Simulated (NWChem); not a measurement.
methanethiol (CH4S); SMILES CS

Computed with NWChem. Pople sets run with spherical d functions. Structure relaxed at the PBE-D3(BJ)/def2-SVP level. Solvent water, SMD (1 M gas to 1 M solution), gas-phase geometry.

For level M06-2X/6-31+G*:

```
Property                Result
----------------------  ------
dipole in solution (D)    2.26
```

Problem. Estimate the same quantities for level M06-2X/3-21G.

Solution. 
| Item | Result |
|---|---|
| dipole in solution (D) | 2.42 |
